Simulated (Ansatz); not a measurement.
# SnCl2: one molecule under many settings

How do the results and run time of SnCl2 respond when the settings are drawn wide?

Program: Ansatz 0.2.0, Gaussian basis. Level of theory: the settings change from run to run. These are calculated values, not measurements.

## 1. The molecule

The geometry comes from an earlier relaxation with PBE-D4 in a triple-zeta def2 set; it is a stationary point. Sn takes a core potential in def2 sets; no spin-orbit term is included.

3 atoms, charge 0, spin multiplicity 1.

Atoms are counted from 1 here; the program's logs count them from 0.

Bond lengths: Sn1–Cl2 2.389 Å, Sn1–Cl3 2.389 Å. Angles: Cl2–Sn1–Cl3 99.1°.

## 2. wPBEh/def2-mTZVPP

Set apart from the defaults: atoms shaken by 0.08 Å, density fitting with def2-universal-jkfit.

in.yaml reads:

```yaml
crystal:
  periodic: [false, false, false]
  atoms:
    - {symbol: Sn, position_ang: [-0.079711, -0.103024, -1.004631]}
    - {symbol: Cl, position_ang: [1.765263, 0.014322, 0.543271]}
    - {symbol: Cl, position_ang: [-1.788423, 0.128180, 0.561424]}
basis:
  gaussian: {orbitals: def2-mTZVPP, fitting: {mean_field: def2-universal-jkfit}}
hamiltonian: {xc: {name: wPBEh}}
```

Command:

```sh
$ ansatz run in.yaml --threads 4 --pin off --events-out ev --progress --plain --max-ram 3916MiB
```

Log:

```text
Functional definition: wPBEh
  name "wPBEh"
  cite "Heyd, Scuseria & Ernzerhof, J. Chem. Phys. 118, 8207 (2003) doi:10.1063/1.1564060"
  cite "Krukau, Vydrov, Izmaylov & Scuseria, J. Chem. Phys. 125, 224106 (2006) doi:10.1063/1.2404663"
  cite "Heyd & Scuseria, J. Chem. Phys. 120, 7274 (2004) doi:10.1063/1.1668634"
  cite "Ernzerhof & Perdew, J. Chem. Phys. 109, 3313 (1998) doi:10.1063/1.476928"
  cite "Perdew, Burke & Ernzerhof, Phys. Rev. Lett. 77, 3865 (1996) doi:10.1103/PhysRevLett.77.3865"
  parent pbe
  parameter a = 0.25
  parameter omega = 0.11/bohr
  exchange = wpbe_x - a*pbe_x_sr(omega) + a*exact_x_sr(omega)
  correlation = pbe_c
474 factors; integrals over basis functions are off by at most 4.3e-1 eV
474 factors; integrals over basis functions are off by at most 1.8e-7 eV
mean field evaluation 1: about -30871.8720 eV, gradient 2.2e1 eV
mean field evaluation 2: about -30868.2028 eV, gradient 4.2e1 eV
mean field evaluation 4: about -30873.3572 eV, gradient 1.5e0 eV
mean field evaluation 8: about -30873.3714 eV, gradient 1.4e-2 eV
mean field -30873.37137356 eV, -1134.5754712558 hartree, gradient 5.9e-5 eV, S^2 0.000000; 0 other end points of the search recorded, 0 dependent functions left out
reference -30873.37140958 eV, -1134.5754725792 hartree; 28, 28 occupied and 62, 62 virtual orbitals, 474 factors
Total energy: -30873.37140958 eV, -1134.5754725792 hartree
```

Wall time 1.2 s (4 threads of Arm Neoverse N1, shared host).

## 3. PBE0/def2-SVP

Options: a grid of angular degree 23, D3(BJ) dispersion.

in.yaml reads:

```yaml
crystal:
  periodic: [false, false, false]
  atoms:
    - {symbol: Sn, position_ang: [0.005081, -0.007227, -1.033125]}
    - {symbol: Cl, position_ang: [1.815027, -0.019018, 0.525670]}
    - {symbol: Cl, position_ang: [-1.820108, 0.026245, 0.507455]}
basis:
  gaussian: {orbitals: def2-SVP, final_grid: {core_spheres: 8, valence_spheres: 7, degree: 23}}
hamiltonian: {xc: {name: PBE0}, dispersion: d3bj}
scf: {omitted_lower_state_checks: [starts]}
output: {forces: true}
```

Launched as before.

Log, cut to the lines that bear on the results:

```text
Functional definition: PBE0
  name "PBE0"
  cite "Adamo & Barone, J. Chem. Phys. 110, 6158 (1999) doi:10.1063/1.478522"
  cite "Perdew, Burke & Ernzerhof, Phys. Rev. Lett. 77, 3865 (1996) doi:10.1103/PhysRevLett.77.3865"
  parent pbe
[...]
658 factors; integrals over basis functions are off by at most 3.7e-4 eV
[...]
mean field -30863.73857026 eV, -1134.2214722635 hartree, gradient 7.2e-5 eV, S^2 0.000000; 0 other end points of the search recorded, 0 dependent functions left out
[...]
reference -30863.73859286 eV, -1134.2214730942 hartree; 28, 28 occupied and 34, 34 virtual orbitals, 658 factors
Total energy: -30863.82673176 eV, -1134.2247121389 hartree
Atom 0 at     0.005081    -0.007227    -1.033125 Å, force     0.000101     0.000026     0.003966 eV/Å
Atom 1 at     1.815027    -0.019018     0.525670 Å, force    -0.014302     0.000164    -0.002106 eV/Å
Atom 2 at    -1.820108     0.026245     0.507455 Å, force     0.014201    -0.000190    -0.001860 eV/Å
Dipole moment:     0.003348    -0.004774    -0.682474 e Å
Checks for a lower state left out: starts
```

Run time: 0.8 s. Hardware: 4 threads of Arm Neoverse N1, shared host.

Largest force 0.014 eV/Å, dipole 3.28 D.

## 4. B97/def2-TZVPP

Edit in.yaml of step 3 so:

```diff
@@ -7,4 +7,4 @@
 basis:
-  gaussian: {orbitals: def2-SVP, final_grid: {core_spheres: 8, valence_spheres: 7, degree: 23}}
-hamiltonian: {xc: {name: PBE0}, dispersion: d3bj}
+  gaussian: {orbitals: def2-TZVPP}
+hamiltonian: {xc: {name: B97}}
 scf: {omitted_lower_state_checks: [starts]}
```

The command is unchanged.

Log, cut to the lines that bear on the results:

```text
Functional definition: B97
  name "B97"
  cite "Becke, J. Chem. Phys. 107, 8554 (1997) doi:10.1063/1.475007"
[...]
      + integral(e_c_pw_opposite_spin*poly(b97_u_opposite, cos0, cos1, cos2))
[...]
1058 factors; their error is unknown
[...]
mean field -30878.19974933 eV, -1134.7529107923 hartree, gradient 2.8e-5 eV, S^2 0.000000; 0 other end points of the search recorded, 0 dependent functions left out
[...]
reference -30878.19977155 eV, -1134.7529116089 hartree; 28, 28 occupied and 106, 106 virtual orbitals, 1058 factors
Total energy: -30878.19977155 eV, -1134.7529116089 hartree
Atom 0 at     0.005081    -0.007227    -1.033125 Å, force    -0.000242     0.000491     0.070341 eV/Å
Atom 1 at     1.815027    -0.019018     0.525670 Å, force    -0.033307     0.000171    -0.035382 eV/Å
Atom 2 at    -1.820108     0.026245     0.507455 Å, force     0.033550    -0.000661    -0.034959 eV/Å
Dipole moment:     0.003479    -0.004964    -0.709690 e Å
Checks for a lower state left out: starts
```

Run time: 4.5 s. Hardware: 4 threads of Arm Neoverse N1, shared host.

Largest force 0.070 eV/Å, dipole 3.41 D.

## 5. BLYP/def2-SVP

Set apart from the defaults: charge +1, multiplicity 2, density fitting with def2-universal-jkfit.

Edit in.yaml of step 4 so:

```diff
@@ -7,5 +7,6 @@
 basis:
-  gaussian: {orbitals: def2-TZVPP}
-hamiltonian: {xc: {name: B97}}
-scf: {omitted_lower_state_checks: [starts]}
+  gaussian: {orbitals: def2-SVP, fitting: {mean_field: def2-universal-jkfit}}
+total_charge: 1
+magnetization: {spin_polarized: true, initial_magnetization: 1}
+hamiltonian: {xc: {name: BLYP}}
 output: {forces: true}
```

Launched as before.

Log, cut to the lines that bear on the results:

```text
Functional definition: BLYP
  name "BLYP"
  cite "Becke, Phys. Rev. A 38, 3098 (1988) doi:10.1103/PhysRevA.38.3098"
  cite "Lee, Yang & Parr, Phys. Rev. B 37, 785 (1988) doi:10.1103/PhysRevB.37.785"
[...]
474 factors; integrals over basis functions are off by at most 2.9e-2 eV
[...]
mean field -30860.69206941 eV, -1134.1095154225 hartree, gradient 1.8e-5 eV, S^2 0.752429; 12 other end points of the search recorded, 0 dependent functions left out
[...]
reference -30860.69233585 eV, -1134.1095252141 hartree; 28, 27 occupied and 34, 35 virtual orbitals, 474 factors
Total energy: -30860.69233585 eV, -1134.1095252141 hartree
Atom 0 at     0.005081    -0.007227    -1.033125 Å, force    -0.001371     0.002071     0.296251 eV/Å
Atom 1 at     1.815027    -0.019018     0.525670 Å, force     0.327078    -0.005100    -0.146526 eV/Å
Atom 2 at    -1.820108     0.026245     0.507455 Å, force    -0.325707     0.003029    -0.149724 eV/Å
Dipole moment:     0.002345    -0.003334    -0.476603 e Å
```

Run time: 5.5 s. Hardware: 4 threads of Arm Neoverse N1, shared host.

Largest force 0.358 eV/Å, ⟨S²⟩ 0.752.

## 6. The runs in one table

```csv
level,charge,multiplicity,geometry,functions,energy (eV),time
wPBEh/def2-mTZVPP,0,1,shaken,90,-30873.371,1.2 s
PBE0/def2-SVP,0,1,relaxed,62,-30863.827,0.8 s
B97/def2-TZVPP,0,1,relaxed,134,-30878.200,4.5 s
BLYP/def2-SVP,1,2,relaxed,62,-30860.692,5.5 s
```

## 7. Outcome

| quantity | value |
| --- | --- |
| runs | 4 |
| quickest | PBE0/def2-SVP, 0.8 s |
| slowest | BLYP/def2-SVP, 5.5 s |
| spread of total energies, same state and geometry | 14.4 eV |
| dipole, same state and geometry | 3.28 to 3.41 D |

Run time spans a factor of 7, from PBE0/def2-SVP to BLYP/def2-SVP. The jobs differ in tasks and options as well as level. Total energies at one charge and spin differ by 14 eV between levels, so only differences within one level mean anything. At the PBE-D4/def2-TZVP geometry and in the same state, runs without warnings or point charges leave forces up to 0.07 eV/Å (B97/def2-TZVPP).
